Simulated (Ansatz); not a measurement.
# HF/STO-3G run of C2H4ClF (1-chloro-2-fluoroethane)

What is the vertical electron affinity of C2H4ClF (1-chloro-2-fluoroethane) at HF/STO-3G? 

The calculation is run with Ansatz 0.2.0.

37 further runs of the same task are left out: 37 set aside as unsound or not needed.

## Step 1: The molecule

C2H4ClF: 8 atoms, total charge 0, spin state singlet. As SMILES, `FCCCl`. The coordinates come from a PBE0-D4/def2-TZVP relaxation. This is one conformer, not always the lowest.

Bond lengths: F1–C2 1.375 Å, C2–C3 1.501 Å, C3–Cl4 1.778 Å, C2–H5 1.093 Å, C2–H6 1.096 Å, C3–H7 1.090 Å, C3–H8 1.091 Å. Some angles: F1–C2–C3 110.9°, C2–C3–Cl4 112.2°, F1–C2–H5 108.3°, F1–C2–H6 108.0°, C3–C2–H5 111.2°, C3–C2–H6 109.0°, C2–C3–H7 110.7°, C2–C3–H8 109.7°, Cl4–C3–H7 107.4°, Cl4–C3–H8 107.5°.

## Step 2: A single-point energy at HF/STO-3G

File molecule.yaml:

```yaml
crystal:
  periodic: [false, false, false]
  atoms:
    - {symbol: F, position_ang: [-1.336980, 0.498150, 1.030500]}
    - {symbol: C, position_ang: [-0.143560, 0.671020, 0.368890]}
    - {symbol: C, position_ang: [0.300450, -0.609920, -0.275720]}
    - {symbol: Cl, position_ang: [-0.759330, -1.087620, -1.620890]}
    - {symbol: H, position_ang: [-0.273910, 1.462220, -0.374180]}
    - {symbol: H, position_ang: [0.609620, 0.981160, 1.102570]}
    - {symbol: H, position_ang: [0.296790, -1.425630, 0.446820]}
    - {symbol: H, position_ang: [1.306920, -0.489380, -0.677980]}
basis:
  gaussian: {orbitals: STO-3G}
total_charge: 0
hamiltonian: {xc: hf}
accuracy: high
output: {orbitals: {seedname: orbitals}}
```

Started as:

```sh
$ ansatz run molecule.yaml --threads 1 --pin off --max-ram 3480MiB --events-out events.jsonl --progress --plain --runs-dir runs
```

Standard output:

```text
Warning: RAYON_NUM_THREADS=1 ignored (pool sized by the plan → 1); use --threads N
Functional definition: HF
  name "HF"
  exchange = exact_x
  correlation = 0
551 factors; integrals over basis functions are off by at most 3.5e-8 eV
mean field evaluation 1: about -17132.9655 eV, gradient 2.8e1 eV
mean field evaluation 2: about -17133.1811 eV, gradient 2.8e1 eV
mean field evaluation 4: about -17136.2885 eV, gradient 1.7e0 eV
mean field evaluation 8: about -17136.3008 eV, gradient 2.0e-4 eV
mean field -17136.30082300 eV, -629.7474398433 hartree, gradient 9.2e-9 eV, S^2 0.000000; 0 other end points of the search recorded, 0 dependent functions left out
reference -17136.30082300 eV, -629.7474398433 hartree; 21, 21 occupied and 7, 7 virtual orbitals, 551 factors
Total energy: -17136.30082300 eV, -629.7474398433 hartree
```

It took 0.22 s on 1 thread of Arm Neoverse V1, shared host.

## Step 3: The doublet anion at the same level

File run.yaml:

```yaml
crystal:
  periodic: [false, false, false]
  atoms:
    - {symbol: F, position_ang: [-1.336980, 0.498150, 1.030500]}
    - {symbol: C, position_ang: [-0.143560, 0.671020, 0.368890]}
    - {symbol: C, position_ang: [0.300450, -0.609920, -0.275720]}
    - {symbol: Cl, position_ang: [-0.759330, -1.087620, -1.620890]}
    - {symbol: H, position_ang: [-0.273910, 1.462220, -0.374180]}
    - {symbol: H, position_ang: [0.609620, 0.981160, 1.102570]}
    - {symbol: H, position_ang: [0.296790, -1.425630, 0.446820]}
    - {symbol: H, position_ang: [1.306920, -0.489380, -0.677980]}
basis:
  gaussian: {orbitals: STO-3G}
total_charge: -1
magnetization: {spin_polarized: true, initial_magnetization: 1}
hamiltonian: {xc: hf}
accuracy: high
output: {orbitals: {seedname: orbitals}}
```

Started as:

```sh
$ ansatz run run.yaml --threads 1 --pin off --max-ram 3480MiB --events-out events.jsonl --progress --plain --runs-dir runs
```

Standard output:

```text
Warning: RAYON_NUM_THREADS=1 ignored (pool sized by the plan → 1); use --threads N
Functional definition: HF
  name "HF"
  exchange = exact_x
  correlation = 0
554 factors; integrals over basis functions are off by at most 3.5e-8 eV
mean field evaluation 1: about -17125.1047 eV, gradient 1.6e1 eV
mean field evaluation 2: about -17125.4023 eV, gradient 1.6e1 eV
mean field evaluation 4: about -17127.5401 eV, gradient 1.5e0 eV
mean field evaluation 8: about -17127.5760 eV, gradient 5.3e-5 eV
mean field -17127.57378174 eV, -629.4267269924 hartree, gradient 1.3e-8 eV, S^2 0.757379; 0 other end points of the search recorded, 0 dependent functions left out
reference -17127.57378174 eV, -629.4267269924 hartree; 22, 21 occupied and 6, 7 virtual orbitals, 554 factors
Total energy: -17127.57378174 eV, -629.4267269924 hartree
```

Wall time 0.3 s (1 thread of Arm Neoverse V1, shared host).

## Step 4: Results

At HF/STO-3G:

| quantity | value |
| --- | --- |
| singlet C2H4ClF: total energy | -629.74744 Eh |
| singlet C2H4ClF: HOMO energy | -10.31 eV |
| singlet C2H4ClF: LUMO energy | 9.93 eV |
| singlet C2H4ClF: HOMO–LUMO gap | 20.24 eV |
| doublet anion: total energy | -629.42673 Eh |
| doublet anion: HOMO energy (highest over α and β) | 7.65 eV |
| doublet anion: LUMO energy (lowest over α and β) | 21.42 eV |
| doublet anion: ⟨S²⟩ | 0.757 |
| vertical electron affinity (to the doublet anion) | -8.727 eV |

**Reading.** The anion lies 8.73 eV (201 kcal/mol) above the neutral: the electron isn't bound at this level, and such a value depends on the basis. Without diffuse functions anions come out too high. Hartree–Fock misses the correlation that binds many anions. In a minimal basis such a difference can be off by several eV, whatever the method. The HOMO (doublet anion) lies at positive energy, 7.65 eV: the electron is unbound at this level or held by a compact basis; values depend on the basis.
